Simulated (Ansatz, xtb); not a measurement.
**Relative energy of two isomers of C4H9NO**

Structure X is `COC1(N)CC1`, a singlet and structure Y is `CO[C@@H]1C[C@H]1N`, a singlet. Both are isolated molecules in the gas phase, relaxed with B3LYP-D3(BJ)/def2-SVP; the shapes shown needn't be the lowest conformers.

X (Å):

```xyz
15

C    -1.9456   -0.7322   -0.4022
C     0.3559   -1.2227   -0.6433
C     1.3037   -1.6632   -1.7103
C     0.4543   -2.6878   -0.9755
N     0.9026   -0.7941    0.5988
O    -0.7666   -0.5355   -1.1421
H    -2.2319   -1.8010   -0.3552
H    -1.8571   -0.3565    0.6360
H    -2.7493   -0.1723   -0.9017
H     1.0994    0.2069    0.5807
H     0.2750   -0.9807    1.3799
H     1.0237   -1.4247   -2.7389
H     2.3700   -1.6216   -1.4785
H    -0.3794   -3.1315   -1.5257
H     0.9487   -3.3438   -0.2552
```

Y (Å):

```csv
atom,x (Å),y (Å),z (Å)
C,-1.9464,-0.1866,-0.0964
C,-0.4997,-1.8709,-0.8073
C,0.4520,-2.9317,-0.3633
C,0.9377,-1.5052,-0.5181
N,1.7921,-1.2176,-1.6342
O,-1.4897,-1.5025,0.0933
H,-2.7214,0.0123,0.6580
H,-2.3878,-0.0445,-1.1028
H,-1.1321,0.5549,0.0252
H,-0.7937,-1.8546,-1.8674
H,0.3180,-3.3108,0.6527
H,0.7885,-3.6574,-1.1074
H,1.0793,-0.9651,0.4324
H,1.7861,-0.2210,-1.8520
H,2.7586,-1.4718,-1.4282
```

Quicker runs give these differences E(Y) − E(X): GFN2-xTB +24.8 kJ/mol; HF/STO-3G +16.7 kJ/mol (at GFN2-xTB geometries); r2SCAN-D4/def2-SVP +27.1 kJ/mol (at GFN2-xTB geometries).

Problem. Estimate E(Y) − E(X) at the level CCSD(T)/def2-SVP + ΔMP2/def2-TZVPP.

Solution. Calculated at CCSD(T)/def2-SVP + ΔMP2/def2-TZVPP: E(Y) − E(X) = +24.7 kJ/mol, so structure X lies lower.

How the difference moves with the method:

```tsv
level	geometry	E(Y) − E(X) (kJ/mol)	departure from the last row (kJ/mol)	job, with rough time for the two
GFN2-xTB	GFN2-xTB	+24.8	+0.1	optimisation, 0.77 s
HF/STO-3G	GFN2-xTB	+16.7	−8.0	single point, 2.6 s
r2SCAN-D4/def2-SVP	GFN2-xTB	+27.1	+2.4	single point, 14 s
B3LYP-D3(BJ)/def2-SVP	B3LYP-D3(BJ)/def2-SVP	+25.5	+0.8	optimisation, 2 min
HF/def2-SVP	B3LYP-D3(BJ)/def2-SVP	+21.6	−3.1	part of the CCSD(T) run
MP2/def2-SVP	B3LYP-D3(BJ)/def2-SVP	+29.4	+4.7	part of the CCSD(T) run
CCSD(T)/def2-SVP	B3LYP-D3(BJ)/def2-SVP	+27.9	+3.3	single point
CCSD(T)/def2-SVP + ΔMP2/def2-TZVPP	B3LYP-D3(BJ)/def2-SVP	+24.7		single point, 3.8 min
```

As drawn, both hold the same kinds of bond in the same numbers.

None of the levels shown reverses the order. The largest departure from CCSD(T)/def2-SVP + ΔMP2/def2-TZVPP is that of HF/STO-3G, 8.0 kJ/mol. The last row adds to CCSD(T) the change of the MP2 difference between the two basis sets, here −3.3 kJ/mol.

With thermal terms from frequencies at re-optimised GFN2-xTB minima (ideal gas, soft modes damped towards free rotors, one conformer each, 298.15 K, 1 atm): the zero-point term adds −0.2 kJ/mol; ΔH is +24.7 and ΔG +23.5 kJ/mol.

The correlated steps freeze 6 core orbitals. Mirror images aren't counted in ΔG. Run with Ansatz 0.2.0, xtb 6.7.1; the last row on 2 threads of AMD EPYC (Zen 3) on a shared host.
